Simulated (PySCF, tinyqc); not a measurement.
A ladder of methods, and size consistency: correlation methods against full CI in the sto-6g basis, for BH, spin multiplicity 1. Computed by the program tinyqc with PySCF. All electrons correlated; +Q is the Davidson correction (1 - c0^2) E_corr. The last columns treat two copies 100 angstrom apart as one system. FCI is the lowest singlet.

Geometry (angstrom):

| atom | x | y | z |
|---|---|---|---|
| B | 0.0000 | 0.0000 | 0.0000 |
| H | 0.0000 | 0.0000 | 1.6460 |

RHF energy of one = -24.940135 hartree

Correlation energies (hartree):

| method | E_corr of one | share of FCI (%) | E_corr of two at 100 angstrom | two minus twice one (mhartree) |
|---|---|---|---|---|
| MP2 | -0.041199 | 52.3830 | -0.082398 | 0.0000 |
| CISD | -0.074711 | 94.9933 | -0.137155 | 12.2683 |
| CISD+Q | -0.082001 | 104.2621 | -0.157944 | 6.0589 |
| CCSD | -0.078475 | 99.7785 | -0.156950 | -2.49e-05 |
| CCSD(T) | -0.078539 | 99.8596 | -0.157078 | -2.48e-05 |
| FCI | -0.078649 | 100.0000 | - | - |

What does the comparison show, and why?

MP2 recovers 52 %, CISD 95.0 % and CCSD 99.8 % of the FCI value (c0^2 = 0.902 in CISD). MP2 and coupled cluster are size consistent, so their last column vanishes; CISD loses 12.27 mhartree, since a double excitation on each copy is a quadruple of the pair, and the Davidson correction leaves +6.06. The restricted reference is unstable here: a spin-polarised solution lies 0.0064 hartree lower (PySCF), so results built on it describe a poor reference.
